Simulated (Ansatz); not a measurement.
System: CaB6-type LaB6. Method: r²SCAN+rVV10 (Ansatz, an electronic-structure program, plane waves, PAW).

Input:

Ansatz 0.2 input:
```yaml
crystal:
  lattice:
    - [4.1466512019, 0.0, 0.0]
    - [0.0, 4.1466512019, 0.0]
    - [0.0, 0.0, 4.1466512019]
  atoms:
    - { symbol: La, position: [0.0, 0.0, 0.0] }
    - { symbol: B, position: [0.8001398134, 0.5, 0.5] }
    - { symbol: B, position: [0.5, 0.1998601866, 0.5] }
    - { symbol: B, position: [0.5, 0.8001398134, 0.5] }
    - { symbol: B, position: [0.1998601866, 0.5, 0.5] }
    - { symbol: B, position: [0.5, 0.5, 0.8001398134] }
    - { symbol: B, position: [0.5, 0.5, 0.1998601866] }
basis:
  ecutwfc: 560
  ecutrho_ratio: 4
  xc_grid: 3
kpoints:
  mp_grid: { grid: [14, 14, 14] }
hamiltonian:
  xc: r2scan
  dispersion: rvv10
  pseudopotentials: { kind: paw }
scf:
  occupations: { method: fermi_dirac, width: 0.05 }
  convergence: { dr2_threshold: 0.0000000007 }
output:
  forces: true
  stress: true
  eigenvalues: true
```

From the output:

```
Crystal: 7 atoms, lattice volume = 71.300 Å³
Basis set: ecut = 560 eV, 2109 PW (Γ), exchange–correlation on 108×108×108 points (27 copies of the dense FFT grid, shifted against one another)
Bands: 22, of which v1, the nominal top of the filled ones, is band 15 counted from 1 (14 counted from 0)
Symmetry: 48 space group operations
Space group: Pm-3m (ITA 221), of the structure as read, at distance tolerance 4.1e-5 Å
k-points: 120 of 2744
Functional: x = r2scan, c = r2scan + rvv10(b = 11.95, C = 0.0093); τ floored in thin density (d = 2e-4 eV/Å³)
SCF iter   1: F=—  HF=-7205.532257 eV  |F-HF|=—  |Δ(HF+E_count)|=         —  Δρ=1.05e-2  dr2=9.63e-2  dr2_τ=9.02e-1
SCF iter   2: F=—  HF=-7205.639085 eV  |F-HF|=—  |Δ(HF+E_count)|=   1.07e-1  Δρ=5.73e-3  dr2=2.72e-2  dr2_τ=1.04e-3
  ...
SCF iter   7: F=—  HF=-7205.632297 eV  |F-HF|=—  |Δ(HF+E_count)|=   5.42e-8  Δρ=2.92e-6  dr2=4.21e-9  dr2_τ=7.96e-11
SCF iter   8: F=-7205.632297 eV  HF=-7205.632297 eV  |F-HF|=3.91e-11  |Δ(HF+E_count)|=  8.64e-10  Δρ=7.70e-7  dr2=3.34e-10  dr2_τ=3.32e-12
SCF 1 converged in 8 iterations: F = -7205.632297 eV  dr2 = 3.34e-10
SCF converged after 8 iterations
Free energy (F): -7205.632297 eV
Internal energy: -7205.624723 eV  (E = F + TS)
E sigma→0 (E₀):  -7205.628510 eV
Fermi energy:    12.391373 eV
--- Forces (eV/Å), atoms counted from 1 ---
  atom   1  La    -0.00000000     0.00000000    -0.00000000
  atom   2  B     -0.00008433    -0.00000000     0.00000000
  atom   3  B     -0.00000000     0.00008433     0.00000000
  atom   4  B      0.00000000    -0.00008433     0.00000000
  atom   5  B      0.00008433     0.00000000     0.00000000
  atom   6  B      0.00000000     0.00000000    -0.00008433
  atom   7  B      0.00000000     0.00000000     0.00008433
--- Stress (GPa, compression-positive) ---
        0.005106       0.000000       0.000000
        0.000000       0.005106       0.000000
        0.000000       0.000000       0.005106
  P = ⅓ Tr σ = 0.0051 GPa (0.051 kbar)
```

The PAW data were made under PBE.
